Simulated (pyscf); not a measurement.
Structures and frequencies: ωB97X-D3(BJ)/def2-SVP in PySCF.

SMILES: [O]=[V]([SH])([Cl])[Cl]
```xyz
6

O     -0.3481     0.8634     1.0113
V     -1.2964    -0.1040     0.3196
S     -0.5167    -0.3126    -1.7146
Cl    -3.2568     0.7351     0.2744
Cl    -1.2480    -1.9855     1.3230
H      0.5256     0.5248    -1.5458
```

**Question.** How much does it cost (ΔH, 298 K, ωB97M-D3(BJ)/def2-TZVP) to split `[O]=[V]([SH])([Cl])[Cl]` at its S–V bond into [O=V(Cl)–Cl]• + SH•?

**Answer.** S–V to [O=V(Cl)–Cl]• + SH•: 2.15 eV. The 7 functionals that were run give +1.79 (M06-2X) to +2.98 eV (PBE). The radicals are drawn with the spin at the cut bond; how far it spreads was not checked. Other isomers of [O=V(Cl)–Cl]• were not searched in full and may lie lower. Left out: the spin-orbit lowering of SH. Open-shell species with a d-block atom are single-reference here; other states, and whether the spin sits on metal or ligand, were not checked.
